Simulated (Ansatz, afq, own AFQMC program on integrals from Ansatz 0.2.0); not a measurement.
## SiNH$_{5}$, triplet: AFQMC among the cluster methods

```xyz
7

Si   -0.9430    0.0215    0.0000
H    -1.4379    1.4212    0.0000
H    -1.4379   -0.6784    1.2122
H    -1.4379   -0.6784   -1.2122
H     0.8260    0.0215    0.0000
N     1.9800    0.0215    0.0000
H     2.2491   -0.9828    0.0000
```

Basis cc-pVDZ. Only valence electrons are correlated. Integrals, coupled cluster, full CI and functionals: Ansatz 0.2.0; the random walks run on the same integrals in our own AFQMC program. The CISD trial takes its coefficients from CCSD amplitudes. Released means that phaseless walkers are propagated on without the constraint, phases kept. Error bars are statistical, one sigma.

Determinant: UHF, the one that the program's search chose, which needn't be the lowest solution. The geometry is a point of a scan.

No full CI on the walks' own integrals is used here; CCSDT(Q) serves as the reference and is uncertain by about the last step of the cluster series.

Cautions: lower spins were not checked; the released energies move by 1.5 errors or more from one time to the next, so no released level is given (meV from the phaseless value at times in 1/Eh: -1.6 ± 2.3 at 0.24, -4 ± 3 at 0.51, -7 ± 4 at 0.99, -3 ± 3 at 1.62, -11 ± 4 at 2.40), though the last usable value meets CCSDT(Q) within the noise.

The T1 diagnostic is 0.0154, the weight of the determinant in the CISD state is 0.872 and the ⟨S²⟩ of the determinant is 2.037. The size of the correlated space is 14 electrons in 51 orbitals.

Reference: CCSDT(Q), correlation energy -8.243 eV.

| level | E − E(reference) (meV) | share of correlation (%) |
| --- | --- | --- |
| HF | 8242.7 | 0.00 |
| MP2 | 1508.2 | 81.70 |
| CCSD | 215.3 | 97.39 |
| CCSD(T) | 42.0 | 99.49 |
| CCSDT | 10.7 | 99.87 |
| ph-AFQMC/HF | 55.2 ± 18.7 | 99.33 |
| ph-AFQMC/CISD | 4.4 ± 2.9 | 99.95 |

A walk keeps the symmetry of its determinant, which the program's search chose and which needn't be the lowest solution, so a lower state of the same spin and another symmetry isn't excluded.
